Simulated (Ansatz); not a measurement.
Competing steps

Reactants: CH₆SSi ([CH3][SiH2][SH]) (brackets give SMILES or just the links). Saddle points were found for several chosen steps; others may exist. Gas-phase electronic energies, without zero-point energy, by CCSD(T) at an estimated basis limit (MP2 extrapolated from triple and quadruple zeta, plus CCSD(T) − MP2 in triple zeta); Ansatz 0.2.0, def2-TZVPP and QZVPP, frozen cores, on PBE0-D4/def2-TZVP structures. Extrapolation: Hartree–Fock as exp(−7.88 √X), correlation as X^−2.97. No counterpoise correction.

**Question.** Rank the steps by the energy of their saddle points, lowest first, and give each saddle's height above the lowest. (To be estimated.)
A. 1,1-elimination, to CH₄Si ([CH3][SiH]) + H₂S, still joined by a dative S–Si bond (breaks or loosens H–Si, S–Si; forms H–S)
B. 1,2-elimination, to CH₄Si ([CH2][SiH2]) + H₂S (breaks or loosens C–H, S–Si; forms H–S)
C. 1,2-elimination, to SiH₂S ([SiH2][S]) + CH₄ (breaks or loosens C–Si, H–S; forms C–H)
D. 1,2-elimination, to CH₄SSi ([CH3][SiH][S]) + H₂ (breaks or loosens H–S, H–Si; forms H–H)

**Answer.** By the calculation: D (0.0 kJ/mol), C (23.0 kJ/mol), A (74.0 kJ/mol), B (116.8 kJ/mol). Heights count from the lowest.

The lowest of these saddles lies at 213.9 kJ/mol relative to the reactant.

**Question.** Does the lowest of these saddles lead to the lowest end structure (the products still in contact)? (Judge from chemistry; the calculation decides.)

**Answer.** The calculation gives: No: the step over a higher saddle ends lower. Relative to the reactant, the ends lie at 120.6 (CH₄SSi ([CH3][SiH][S]) + H₂); 105.0 (SiH₂S ([SiH2][S]) + CH₄); 243.5 (CH₄Si ([CH3][SiH]) + H₂S); 276.7 (CH₄Si ([CH2][SiH2]) + H₂S) kJ/mol.

The T1 diagnostic stays at or below 0.016. The restricted Hartree–Fock reference is unstable towards an unrestricted one at one or more of these structures.

For scale, one of the runs: CCSD(T)/def2-TZVPP, 199 basis functions, launched by `ansatz run in.yaml --threads 2 --pin off --events-out ev --progress --plain --max-ram 4352MiB`. The run took 48 s on 2 CPU threads (shared host), with 2.2 GiB of host memory at its peak.
